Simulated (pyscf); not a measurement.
**Four-centre exchange: `[PH2][InH2]` + `[H][H]` → `[PH2][InH2]` + `[H][H]`**

Gas phase, singlet surface, charge 0. Bonds broken: In2–H7, H5–H8. Bonds formed: In2–H5, H7–H8. Optimised with ωB97X-D3(BJ)/def2-SVP in PySCF.

Transition state (Å):

```xyz
8

P      0.6321     1.0466    -0.7903
In     0.3553    -0.9731     0.5987
H      0.6184     1.9198     0.3366
H     -0.7707     1.1585    -1.0104
H     -1.4772    -0.9600     1.3341
H      1.2338    -2.0382     1.5876
H     -0.9311    -2.1038    -0.3891
H     -1.4288    -1.6194     0.4535
```

One imaginary mode, 1674i cm⁻¹; descent along it reached the two sides named.

```tsv
bond	change	reactant side (Å)	saddle	product side
In2–H7	breaks	1.726	1.977	2.7
H5–H8	breaks	0.763	1.101	3.1
In2–H5	forms	2.7	1.975	1.726
H7–H8	forms	3.1	1.092	0.764
```

Electronic energies relative to the separated reactants (kcal/mol):

```
level                   barrier  reaction energy  reverse barrier
----------------------  -------  ---------------  ---------------
ωB97X-D3(BJ)/def2-TZVP     33.5              0.0             33.5
PBE/def2-TZVP              27.9              0.0             27.9
r²SCAN/def2-TZVP           29.0              0.0             29.0
B3LYP-D3(BJ)/def2-TZVP     32.3              0.0             32.3
PBE0-D3(BJ)/def2-TZVP      29.6              0.0             29.6
M06-2X/def2-TZVP           33.7              0.0             33.7
ωB97M-D3(BJ)/def2-TZVP     33.7              0.0             33.7
HF/def2-TZVP               46.4              0.0             46.4
```

With ωB97M-D3(BJ)/def2-TZVP energies and thermal terms (ideal gas, 1 atm, RRHO with modes under 100 cm⁻¹ raised to 100, one conformer, R ln 2 for chiral ones without a mode under 150 cm⁻¹), in kcal/mol:

```
T (K)   ΔH‡   ΔG‡   ΔH   ΔG
-----  ----  ----  ---  ---
298    34.0  42.3  0.0  0.0
600    33.1  51.2  0.0  0.0
900    32.9  60.3  0.0  0.0
1200   33.1  69.4  0.0  0.0
```

At the saddle there is also a short H–In contact that neither side keeps. One saddle was located; it need not be the lowest between these sides. Elements past Kr carry the def2 core potentials, without spin-orbit coupling.
